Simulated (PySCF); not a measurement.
# The electron affinity along group 15

Calculated with PySCF 2.14 from differences of total energies of unrestricted determinants, without spin-orbit coupling. Values in eV. The last column holds reference values (measured affinities from photodetachment; the arrow runs from anion to atom). Unmarked ones compare directly (S terms, centres of terms, or small fine structure); those marked * lie between the lowest fine-structure levels and include a spin-orbit shift.

```
                                                                                   element                                   configurations     UHF  MP2 (valence)  CCSD(T) (valence)    PBE   PBE0  r2SCAN  reference
P (aug-cc-pV(T+d)Z with one added diffuse shell each of s, p, d, f type, non-relativistic)                      [Ne] 3s2 3p4 → [Ne] 3s2 3p3  -0.316          0.480              0.623  0.913  0.798   0.802    0.747 *
  As (aug-cc-pVTZ-PP with one added diffuse shell each of s, d, f type with ECP10MDF, ECP)            [Ar] 3d10 4s2 4p4 → [Ar] 3d10 4s2 4p3  -0.298          0.456              0.609  0.835  0.743   0.790    0.804 *
     Sb (aug-cc-pVTZ-PP with one added diffuse shell each of d, f type with ECP28MDF, ECP)            [Kr] 4d10 5s2 5p4 → [Kr] 4d10 5s2 5p3  -0.060          0.600              0.759  0.945  0.880   0.903    1.047 *
     Bi (aug-cc-pVTZ-PP with one added diffuse shell each of d, f type with ECP60MDF, ECP)  [Xe] 4f14 5d10 6s2 6p4 → [Xe] 4f14 5d10 6s2 6p3  -0.192          0.495              0.650  0.879  0.791   0.785    0.942 *
```

The highest occupied level of the anion is positive for P⁻ at PBE, PBE0, r2SCAN; As⁻ at PBE, PBE0, r2SCAN; Sb⁻ at PBE, PBE0, r2SCAN; Bi⁻ at PBE, PBE0, r2SCAN, so there the basis helps to hold the electron.

For Bi a determinant mixes LS terms or the coupling is close to jj, so these rows are model values.

"Valence" correlates the outer s and p shells and, in groups 3 to 12 and the f block, the outer d or f shell, open or full, or the next shell where the ion has no valence electron left; the wider scheme adds the next inner shell.
